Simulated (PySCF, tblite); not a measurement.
Scan of H2O2, singlet: torsion, other coordinates relaxed. Scanned: dihedral. Other coordinates (O-O length, H-O-O angle, O-H length) were minimised at B3LYP/def2-TZVP.

GFN2-xTB, 300 K electronic temperature (tblite); CCSD(T) on RHF/cc-pVTZ, 2 core orbitals frozen (PySCF).

Energies relative to the lowest point of each profile, in kJ/mol; the last columns give the difference from CCSD(T):

| at / ° | GFN2-xTB | CCSD(T) | GFN2-xTB − CCSD(T) |
|---|---|---|---|
| 0 | 34.26 | 30.90 | 3.36 |
| 15 | 32.80 | 29.23 | 3.57 |
| 30 | 28.88 | 24.54 | 4.33 |
| 45 | 23.41 | 18.15 | 5.26 |
| 60 | 17.69 | 11.50 | 6.18 |
| 75 | 12.69 | 5.88 | 6.80 |
| 90 | 8.84 | 2.06 | 6.78 |
| 105 | 6.08 | 0.17 | 5.92 |
| 120 | 4.04 | 0.00 | 4.04 |
| 135 | 2.47 | 0.99 | 1.48 |
| 150 | 1.26 | 2.48 | -1.22 |
| 165 | 0.41 | 3.74 | -3.33 |
| 180 | 0.00 | 4.27 | -4.27 |

GFN2-xTB is furthest from CCSD(T) at 75 (6.80 kJ/mol, above); its mean absolute difference over the points is 4.35 kJ/mol.
